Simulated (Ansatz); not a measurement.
Relaxation of CH₆Si (8 atoms, charge 0, multiplicity 1), to a largest force component of 0.02 eV/Å in at most 40 steps.

Level of theory: RKS B3LYP/def2-TZVP (Ansatz 0.2.0).

```xyz
8
Properties=species:S:1:pos:R:3
Si 0.000 0.000 0.000
H 0.000 0.000 1.460
H 1.377 0.000 -0.486
C -0.881 1.526 -0.623
H -1.933 1.272 -0.867
H -0.862 2.311 0.162
H -0.370 1.903 -1.534
H -0.688 -1.191 -0.486
```

Where does it end, and by what steps?

It converged. After 7 steps the energy has fallen by 0.097 eV; H6 moved furthest, 0.43 Å.

| step | energy less start (eV) | largest force component (eV/Å) | accepted |
| --- | --- | --- | --- |
| 0 | 0.0000 | 0.575 | yes |
| 1 | -0.0569 | 0.203 | yes |
| 2 | -0.0862 | 0.091 | yes |
| 3 | -0.0642 | 0.728 | no |
| 4 | -0.0951 | 0.034 | yes |
| 5 | -0.0958 | 0.176 | yes |
| 6 | -0.0971 | 0.116 | yes |
| 7 | -0.0975 | 0.000 | yes |

```xyz
8
Properties=species:S:1:pos:R:3
Si -0.001 0.002 -0.001
H -0.252 -0.193 1.449
H 1.464 0.122 -0.207
C -0.886 1.535 -0.626
H -1.964 1.452 -0.475
H -0.540 2.427 -0.101
H -0.705 1.681 -1.693
H -0.474 -1.206 -0.720
```

Run time: 13 s on 2 threads of Intel(R) Xeon(R) Platinum 8259CL CPU @ 2.50GHz (Skylake/Cascade Lake) (shared host), peak memory 0.18 GiB.
